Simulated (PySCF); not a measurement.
Species: PS₄ (charge -3).
SMILES: `S=P([S-])([S-])[S-]`

Computed with PBE0-D3(BJ)/def2-SVP geometry optimisation, gas phase (PySCF).

Masses are those of the commonest isotopes; rigid-rotor values at the optimised geometry. 

Question: What are A, B and C (MHz)?

Answer: Ia = 376.30, Ib = 376.69, Ic = 377.42 u·Å²; 505379 MHz·u·Å²/I gives A = 1343, B = 1342, C = 1339 MHz.

Question: Classify the top.

Answer: A spherical top, as the point group Td requires three equal moments; the computed ones differ by 0.30 % because the geometry is symmetric only within the optimiser's tolerance.

The point group Td allows no dipole (computed: 0.01 D (about the centre of mass, as the species is charged)), so a rigid rotor has no electric-dipole lines.

Question: Estimate the classical rotational partition function at 100 K, 200 K and 298.15 K.

Answer: Point group Td, symmetry number σ = 12; q = (√π/σ)·√((kT/h)³/(ABC)), k/h = 20836.6 MHz/K: 9040 at 100 K, 25600 at 200 K, 46600 at 298.15 K.

Not checked by PBE0-D3(BJ)/def2-SVP frequencies. Whether so highly charged an anion holds all its electrons in the gas phase wasn't checked; a finite basis holds them in any case. No counter-ion or solvent screens the charge of this multiply charged ion. The geometry's basis has no diffuse functions, a weakness for an anion. No vibrational averaging or centrifugal distortion is included, and the geometry carries the error of its method.

The run took 9.1 s of wall time on Arm Neoverse V1, one thread, no GPU, on a shared host, and the process peaked at 0.43 GiB of memory. This is the geometry optimisation.
